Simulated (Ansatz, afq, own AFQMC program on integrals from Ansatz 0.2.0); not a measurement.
Where AFQMC and coupled cluster stand for AlH₂⁺, triplet

```xyz
3

Al    0.0000    0.0059   -0.0924
H     0.0000    0.7351    1.0980
H     0.0000   -0.8937    1.3762
```

Basis cc-pVDZ. Noble-gas cores (and the filled d shells of Ga–Kr and In–Xe) are frozen. Ansatz 0.2.0 and our own AFQMC program on the same integrals; the CISD trial comes from CCSD amplitudes, and released means the phaseless constraint is let go. Error bars are statistical, one sigma.

Determinant: UHF, the one that the program's search chose, which needn't be the lowest solution. The geometry is a point of a scan.

Full CI on the same integrals is exact in this basis and with this determinant's frozen core.

Cautions: lower spins were not checked; the ph-AFQMC/CISD walk drifts between its halves (2.5 errors).

* T1 diagnostic: 0.0227
* weight of the determinant in the CISD state: 0.955
* ⟨S²⟩ of the determinant: 2.017
* size of the correlated space: 4 electrons in 23 orbitals

Reference: full CI, correlation energy -1.388 eV. The released energy is read at 2.40 1/Eh (meV from the phaseless value at times in 1/Eh: -1.2 ± 0.4 at 0.24, -1.6 ± 0.4 at 0.51, -2.6 ± 0.7 at 0.99, -2.1 ± 0.3 at 1.62, -2.43 ± 0.22 at 2.40).

```tsv
level	E − E(reference) (kJ/mol)	share of correlation (%)
HF	134.0	0.00
MP2	42.0	68.65
CCSD	3.1	97.68
CCSD(T)	1.0	99.28
CCSDT	0.0	99.99
CCSDT(Q)	0.0	100.00
ph-AFQMC/CISD	0.3 ± 0.04	99.77
released AFQMC	0.1 ± 0.02	99.95
```

CCSDT and higher add their correlation energy to the determinant of the CCSD(T) run, since their own runs factorise the integrals more tightly (a shift of under 2 meV). A walk keeps the symmetry of its determinant, which the program's search chose and which needn't be the lowest solution, so a lower state of the same spin and another symmetry isn't excluded. Released energies are given only where the last usable release times agree within the noise; a slower fall can still hide under it.
